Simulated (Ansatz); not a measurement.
# B3H (triplet): the correlation ladder, def2-TZVPP

An exercise on one series of results from a longer session: the logs are not shown, and one member is left open.

Computed with Ansatz 0.2.0, Gaussian basis. Level: def2-TZVPP, core rule «outside noble gas», up to 3 orbitals frozen.

To be run: UHF; ROHF; CCSD(T) on UHF.

2 further runs of the same task are left out: 2 set aside as unsound or not needed.

### What is computed

The geometry is a PBE0/def2-TZVP stationary point (not a proven minimum).

4 atoms, charge 0, spin multiplicity 3.

Atoms are counted from 1 here; the program's logs count them from 0.

Bond lengths: B1–B2 1.556 Å, B1–B3 1.548 Å, B2–B3 1.853 Å, B2–H4 1.183 Å. Angles: B2–B1–B3 73.3°, B1–B2–B3 53.2°, B1–B2–H4 169.4°, B3–B2–H4 137.4°, B1–B3–B2 53.5°.

Set-up of the first run:

File in.yaml:

```yaml
crystal:
  periodic: [false, false, false]
  atoms:
    - {symbol: B, position_ang: [0.000000, -0.796508, -0.346642]}
    - {symbol: B, position_ang: [0.000000, 0.061998, 0.950518]}
    - {symbol: B, position_ang: [0.000000, 0.685766, -0.794078]}
    - {symbol: H, position_ang: [0.000000, 0.522819, 2.040076]}
basis:
  gaussian: {orbitals: def2-TZVPP}
magnetization: {spin_polarized: true, initial_magnetization: 2}
hamiltonian: {xc: hf}
output: {orbitals: {seedname: orbitals}}
```

Run with:

```
> ansatz run in.yaml --threads 1 --pin off --events-out ev --progress --plain --max-ram 4096MiB --backend cpu
```

Steps of the session up to this table: UHF; ROHF; CCSD(T) on UHF.

One table of the session follows, with a row left open; its other results are not shown here.

```
  method  from UCCSD(T) (kJ/mol)
    ROHF                  +757.7
     UHF                       ?
    UMP2                  +155.3
   UCCSD                   +45.1
UCCSD(T)                       0
```

Estimate the missing values for UHF.

**Answer.** from UCCSD(T) (kJ/mol): +735.2. In the column «from UCCSD(T) (kJ/mol)» it lies between UMP2 (+155.3) and ROHF (+757.7).

With the free atoms at the same levels and basis (separate runs), the atomisation energy is 11.385 eV at UCCSD(T), 9.206 eV at ROHF.

To keep in mind: Warnings: spin contamination; coupled cluster took another determinant than the lowest.
